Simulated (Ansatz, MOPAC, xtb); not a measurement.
Barrier height from H2 + O to the transition structure H2O, without zero-point energy, on the benchmark's geometries as Psi4's copy of the set gives them.
Transition structure (charge 0, multiplicity 3):
```xyz
3

H      0.0000     0.0000    -0.8603
O      0.0000     0.0000     0.3290
H      0.0000     0.0000    -1.7719
```

```tsv
level	barrier height (kcal/mol)	minus CCSD(T)/CBS(aug-cc-pVTZ, aug-cc-pVQZ)	cost
PM3	12.94	-0.03	-
PM7	11.98	-0.98	-
GFN2-xTB	-39.10	-52.07	-
HF/aug-cc-pVQZ	32.75	19.78	-
PBE0/def2-TZVPPD	5.78	-7.19	×0.5
BHLYP/def2-TZVPPD	13.86	0.89	×0.6
CAM-B3LYP/def2-TZVPPD	6.45	-6.51	×0.7
wB97X-V/def2-TZVPPD	9.32	-3.64	×1
MP2/aug-cc-pVDZ	15.80	2.83	-
MP2/aug-cc-pVTZ	15.90	2.94	-
MP2/CBS(aug-cc-pVTZ, aug-cc-pVQZ)	15.26	2.29	-
SCS-MP2/aug-cc-pVTZ	18.58	5.61	-
SCS-MP2/aug-cc-pVQZ	18.20	5.23	-
CCSD/aug-cc-pVDZ	15.55	2.58	-
CCSD/cc-pVDZ	19.62	6.65	-
CCSD/aug-cc-pVQZ	15.45	2.49	-
CCSD(T)/aug-cc-pVQZ	13.37	0.41	×20
CCSD(T)/CBS(aug-cc-pVTZ, aug-cc-pVQZ)	12.97	0.00	×20
CCSDT/cc-pVDZ	18.52	5.55	-
CCSDT(Q)/cc-pVDZ	18.41	5.44	×4
```

 The comparison column counts from a level with limits of its own.

The rows run from -39.10 (GFN2-xTB) to 32.75 kcal/mol (HF/aug-cc-pVQZ). In aug-cc-pVQZ the value moves HF 32.75, CCSD 15.45, CCSD(T) 13.37, a shift of -19.38 from HF to CCSD(T). The 4 functionals in def2-TZVPPD without D3 or D4 span 8.08, from PBE0 to BHLYP.

Open shells are unrestricted; no spin–orbit coupling.

Frozen-core correlation. CBS: X⁻³ extrapolation of the correlation energy, Hartree–Fock from the larger set. The state that PM3, PM7 reach isn't checked; PM7 holds dispersion and hydrogen-bond terms.

Codes used: Ansatz (a quantum-chemistry and plane-wave program) with Gaussian orbitals; MOPAC for PM3, PM7 (differences of heats of formation); xtb for the GFN methods. Values without a source in brackets are computed. The GFN methods have no spin term and hold the electronic entropy of 300 K.

Costs are rough ratios of core time to PBE/def2-TZVPPD (about 2.2 s over the structures, on one shared machine); a dash marks a level with no comparable run of its own. 

The set's own value is 13.1 kcal/mol (Zhao et al., J. Phys. Chem. A 109, 2012 (2005), HTBH38), an estimate for the real system, whose open-shell reactant is lowered by spin–orbit coupling.
